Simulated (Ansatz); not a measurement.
in.yaml

```yaml
crystal:
  periodic: [false, false, false]
  atoms:
    - {symbol: Ge, position_ang: [0.000000, 0.163769, 1.239903]}
    - {symbol: P, position_ang: [0.000000, -0.793827, -0.731696]}
    - {symbol: Si, position_ang: [0.000000, 0.451892, -2.399927]}
basis:
  gaussian: {orbitals: cc-pVTZ}
magnetization: {spin_polarized: true, initial_magnetization: 1}
hamiltonian: {xc: hf}
output: {orbitals: {seedname: orbitals}}
```

```sh
$ ansatz run in.yaml --threads 1 --pin off --events-out ev --progress --plain --max-ram 3968MiB --backend cpu
```

Output:

```
699 factors; integrals over basis functions are off by at most 1.1e-3 eV
mean field evaluation 1: about -73606.5497 eV, gradient 9.9e0 eV
mean field evaluation 2: about -73606.5570 eV, gradient 9.9e0 eV
mean field evaluation 4: about -73607.7586 eV, gradient 2.3e0 eV
mean field evaluation 8: about -73608.0833 eV, gradient 2.5e-1 eV
mean field evaluation 16: about -73607.4166 eV, gradient 3.5e0 eV
mean field evaluation 32: about -73608.0052 eV, gradient 6.7e-1 eV
mean field evaluation 64: about -73608.0878 eV, gradient 7.0e-2 eV
mean field evaluation 96: about -73607.8185 eV, gradient 1.1e0 eV
mean field evaluation 128: about -73607.6527 eV, gradient 1.8e-1 eV
mean field evaluation 160: about -73607.3643 eV, gradient 6.7e0 eV
mean field evaluation 192: about -73608.0896 eV, gradient 8.9e-5 eV
mean field evaluation 224: about -73607.4204 eV, gradient 6.0e-5 eV
mean field -73608.08959751 eV, -2705.0473993533 hartree, gradient 1.7e-5 eV, S^2 1.073699; 5 other end points of the search recorded, 0 dependent functions left out
reference -73608.08959751 eV, -2705.0473993533 hartree; 31, 30 occupied and 80, 81 virtual orbitals, 699 factors
Total energy: -73608.08959751 eV, -2705.0473993533 hartree
```

Ran on 1 thread of AMD EPYC 7R13, shared host: 20 s wall, 0.28 GiB peak host memory.
